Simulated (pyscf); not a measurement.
Single points on ωB97X-D3(BJ)/def2-SVP structures (PySCF, gas phase). Correlated levels are frozen-core, on RHF or UHF. ΔMP2 is the change of the MP2 total energy from the triple- to the quadruple-zeta basis.

PBE/def2-TZVP puts the barrier of •H₂C–Cl + CH₄ → H₃C–Cl + CH₃• (hydrogen abstraction; doublet surface; C–H broken, C–H formed) at 14.7 kcal/mol and the reaction energy at +8.0 kcal/mol, from the separated reactants. What do M06-2X/def2-TZVP, ωB97M-D3(BJ)/def2-TZVP, CCSD(T)/def2-TZVPP + ΔMP2(QZVPP) give on the same structures?

M06-2X: ΔE‡ = 19.1 kcal/mol, ΔE = +5.5 kcal/mol; ωB97M-D3(BJ): ΔE‡ = 19.9 kcal/mol, ΔE = +6.2 kcal/mol; CCSD(T): ΔE‡ = 20.1 kcal/mol, ΔE = +5.4 kcal/mol. PBE's barrier lies under all of them, by 4.4 to 5.5 kcal/mol. Its reaction energy lies over all of them, by 1.9 to 2.7 kcal/mol. Low barriers are usual for a GGA, whose delocalisation error favours stretched bonds. One saddle was located; it need not be the lowest between these sides. The angle at the transferred H is 175°. The CCSD(T) − MP2 part came from Ansatz, without density fitting, on the same reference.
